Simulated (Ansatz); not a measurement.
A nudged elastic band was laid between two geometries of CH$_{3}$OSi (6 atoms, charge -1, multiplicity 1).

Theory: RKS PBE-D4/def2-SVP (Ansatz).

| Property | Result |
| --- | --- |
| movable images | 5 |
| climbing image | yes |
| spring | 5.0 eV/Å² |
| optimiser | quadratic models (default) |
| start path | through a guess of the saddle point |
| force threshold | 0.03 eV/Å |
| iteration limit | 60 |
| end points | relaxed |

First end point:

```xyz
6
Properties=species:S:1:pos:R:3
C -0.494 0.384 -0.716
Si 0.383 -0.432 0.559
O 0.630 -1.948 0.947
H -1.062 -0.119 -1.518
H -0.497 1.490 -0.747
H 1.040 0.624 1.474
```

Last end point:

```xyz
6
Properties=species:S:1:pos:R:3
C -0.493 0.385 -0.715
Si 0.384 -0.432 0.559
O 0.631 -1.949 0.947
H -0.499 1.490 -0.747
H -1.061 -0.119 -1.518
H 1.039 0.625 1.474
```

(1) What changes between the two ends?

(2) What energy profile does the band end with?

(3) What is the geometry of the highest image?

(4) What are the harmonic wavenumbers there?

The band took 9 iterations and of the order of 50 core-seconds.

## Answers

(1) No bond is made or broken. The dihedral H5–C1–Si2–O3 goes from -180 to 0°. The two ends are copies of one structure, up to a mirror image or an exchange of like atoms.

(2) The run converged. The highest image is number 3 of 0 to 6, 0.96 eV above the ends, which have the same energy within 2 meV. A vibrational analysis at the climbing image gives one clearly imaginary mode, 588i cm⁻¹: a first-order saddle point. Limits of this set-up: an anion without diffuse functions.

| image | path coordinate (Å) | energy (eV) | dihedral H5–C1–Si2–O3 (°) |
| --- | --- | --- | --- |
| 0 | 0.00 | 0.00 | -180 |
| 1 | 0.59 | 0.20 | -141 |
| 2 | 1.19 | 0.65 | -100 |
| 3 | 1.78 | 0.96 | -57 |
| 4 | 2.37 | 0.66 | -24 |
| 5 | 2.97 | 0.20 | -7 |
| 6 | 3.56 | 0.00 | 0 |

(3) 
```xyz
6
Properties=species:S:1:pos:R:3
C -0.544 0.719 -0.610
Si 0.348 -0.322 0.556
O 1.007 -1.762 0.607
H -1.450 0.158 -0.959
H 0.088 0.845 -1.528
H 0.551 0.363 1.934
```

(4) 588i, 324, 378, 528, 721, 760, 872, 1090, 1272, 1901, 2889, 2944 cm⁻¹.

Time of the run: 49 s on 1 thread of Arm Neoverse V2 (shared host), peak memory 0.11 GiB.
